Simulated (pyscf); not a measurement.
Thermochemistry of product channels of F–N(F)–F + F–SiH₃ on the singlet surface, in eV, from CCSD(T)/def2-TZVPP + ΔMP2(QZVPP) energies (ideal gas, 1 atm, RRHO with modes under 100 cm⁻¹ raised to 100, one conformer, R ln 2 for rigid chiral ones). Single points on ωB97X-D3(BJ)/def2-SVP structures (PySCF, gas phase). MP2 and CC: frozen core, UHF for open shells. ΔMP2 is the change of the MP2 total energy from the triple- to the quadruple-zeta basis.

```tsv
products	ΔE	ΔH(298 K)	ΔG(298 K)	ΔG(1200 K)
HF + F–SiH₂–N(F)–F	-2.25	-2.20	-2.20	-2.30
F–SiH₂–F + F–NH–F	-3.67	-3.54	-3.59	-3.72
```

These are energies of the channels, which say nothing of barriers. F–SiH₂–N(F)–F lies 8.99 eV over its isomer H₂N–Si(F)(F)–F, and others may lie lower still (electronic energy, ωB97M-D3(BJ)). The CCSD(T) − MP2 part came from Ansatz, without density fitting, on the same reference.
